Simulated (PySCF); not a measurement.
Start geometry of pyrazine radical anion, `c1cnccn1` [SMILES of the parent framework; charge -1 and doublet state] from GFN2-xTB (Å):
```
atom  x, y, z in Å
C1     1.1013   -0.7277    0.0279
C2     1.1629    0.6278    0.0147
N3     0.0678    1.4544   -0.0242
C4    -1.0971    0.7288   -0.0414
C5    -1.1592   -0.6266   -0.0219
N6    -0.0640   -1.4534    0.0118
H7     2.0121   -1.3287    0.0549
H8     2.1236    1.1452    0.0362
H9    -2.0075    1.3297   -0.0707
H10   -2.1222   -1.1401   -0.0324
```

What comes out of this run: PySCF, PBE0-D3(BJ)/def2-SVP geometry optimisation, gas phase?

```
atom  x, y, z in Å
C1     1.094   -0.741    0.030
C2     1.159    0.634    0.015
N3     0.073    1.471   -0.020
C4    -1.089    0.742   -0.039
C5    -1.157   -0.632   -0.024
N6    -0.069   -1.468    0.011
H7     2.033   -1.317    0.058
H8     2.150    1.118    0.032
H9    -2.029    1.318   -0.067
H10   -2.147   -1.116   -0.041
```

The energy falls by 0.90 kcal/mol over 6 energy and gradient evaluations, the largest force component goes from 0.0175 to 4.1e-04 Eh/bohr, and the atoms move by 0.022 Å rms after alignment. Among the bonds, C1–C2 and C4–C5 change most and about equally (+0.019 Å). Bonds longer at the end by more than 0.005 Å: 6 of 10; shorter: 0. Among the angles that change most is C1–C2–H8, from 120.9° to 118.8°. Rotational constants go from 6420, 5769, 3039 to 6434, 5657, 3010 MHz. The orientation of the end geometry is arbitrary; only internal coordinates are fixed.

The run used 104 basis functions and 46 SCF cycles in all. On one thread of an Arm Neoverse V2, on a shared host, this took 30 s of wall time.

Not checked by PBE0-D3(BJ)/def2-SVP frequencies. ⟨S²⟩ = 0.763 (exact for a doublet: 0.75). Whether the extra electron is bound in the gas phase wasn't checked; a finite basis holds it in any case.
